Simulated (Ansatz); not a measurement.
Basis-set extrapolation for SSi, SMILES `[Si-]#[S+]` (PBE0-D4/def2-TZVP geometry, frozen core, Ansatz). Multiplicity 1, RHF reference.

|  | cc-pV(T+d)Z | cc-pV(Q+d)Z |
| --- | --- | --- |
| HF | -686.509267 | -686.514907 |
| MP2 correlation | -0.259686 | -0.281412 |
| CCSD(T) correlation | -0.299587 | -0.319568 |

Energies in hartree. Use E(X) = E(∞) + A·exp(−5.46·√X) for Hartree–Fock and E(X) = E(∞) + B·X^(−3.05) for correlation, with X = 3 and 4.

Q: What is the CCSD(T) energy at the basis-set limit?

A: HF limit: -686.514907 + (-0.005640) × 0.30130 = -686.51661. Correlation limit: -0.319568 + (-0.019981) × 0.71189 = -0.33379. Total: -686.85040 hartree, 109.1 kJ/mol below CCSD(T)/cc-pV(T+d)Z.
